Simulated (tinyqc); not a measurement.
Extended Hueckel theory, for CH2, step by step. One step of it, computed by the program tinyqc.

Problem. Wolfsberg-Helmholz matrix. H_ij = K' S_ij (H_ii + H_jj)/2 for i != j (the diagonal keeps H_ii), with K' = K + D^2 + D^4 (1 - K), D = (H_ii - H_jj)/(H_ii + H_jj), K = 1.5.

overlap S, order 1C 2s, 1C 2px, 1C 2py, 1C 2pz, 2H 1s, 3H 1s:
```
[[1.000000, 0.000000, 0.000000, 0.000000, 0.487344, 0.493372],
 [0.000000, 1.000000, 0.000000, 0.000000, 0.000000, 0.000000],
 [0.000000, 0.000000, 1.000000, 0.000000, 0.443517, -0.446778],
 [0.000000, 0.000000, 0.000000, 1.000000, 0.204427, 0.206205],
 [0.487344, 0.000000, 0.443517, 0.204427, 1.000000, 0.105042],
 [0.493372, 0.000000, -0.446778, 0.206205, 0.105042, 1.000000]]
```

diagonal H_ii (eV): [-21.400000, -11.400000, -11.400000, -11.400000, -13.600000, -13.600000]

K = 1.500000

Give: H.

Solution.

H (eV), order 1C 2s, 1C 2px, 1C 2py, 1C 2pz, 2H 1s, 3H 1s:
```
[[-21.4000, 0.0000, 0.0000, 0.0000, -13.2058, -13.3692],
 [0.0000, -11.4000, 0.0000, 0.0000, 0.0000, 0.0000],
 [0.0000, 0.0000, -11.4000, 0.0000, -8.3587, 8.4202],
 [0.0000, 0.0000, 0.0000, -11.4000, -3.8527, -3.8862],
 [-13.2058, 0.0000, -8.3587, -3.8527, -13.6000, -2.1429],
 [-13.3692, 0.0000, 8.4202, -3.8862, -2.1429, -13.6000]]
```
